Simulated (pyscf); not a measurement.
PySCF, gas phase, ωB97X-D3(BJ)/def2-SVP geometries. Correlated levels are frozen-core, on RHF or UHF. ΔMP2 is the change of the MP2 total energy from the triple- to the quadruple-zeta basis.

Task: PBE/def2-TZVP puts the barrier of HC≡C–CH₃ (SMILES C#CC) + HBr (SMILES Br) -> H₂C=C=CH₂ (SMILES C=C=C) + HBr (SMILES Br) (concerted two-bond exchange; singlet surface; C–H, Br–H broken, C–H, Br–H formed) at 16.1 kcal/mol and the reaction energy at -3.2 kcal/mol, from the separated reactants. What do r²SCAN/def2-TZVP, ωB97M-D3(BJ)/def2-TZVP, CCSD(T)/def2-TZVPP + ΔMP2(QZVPP) give on the same structures?

Result: r²SCAN: ΔE‡ = 17.4 kcal/mol, ΔE = -2.5 kcal/mol; ωB97M-D3(BJ): ΔE‡ = 28.0 kcal/mol, ΔE = -0.3 kcal/mol; CCSD(T): ΔE‡ = 30.0 kcal/mol, ΔE = +1.3 kcal/mol. PBE's barrier lies under all of them, by 1.3 to 13.9 kcal/mol. Its reaction energy lies under all of them, by 0.6 to 4.5 kcal/mol. On the reactant side the descent ends in a complex, 4.3 kcal/mol under the separated species and 32.0 kcal/mol under the saddle at ωB97X-D3(BJ)/def2-TZVP. At ωB97X-D3(BJ)/def2-TZVP the barrier from the zero used here is 27.7 kcal/mol. This is the saddle that the search found; another between the same sides may lie lower. The CCSD(T) − MP2 part came from Ansatz, without density fitting, on the same reference. The frozen core leaves the outer d or s,p core shells of the metals and heavy elements correlated in the MP2 and CC values, and def2-TZVPP describes them poorly, which can shift differences by a few kcal/mol. Elements up to Kr have no core potential and no relativistic terms here.
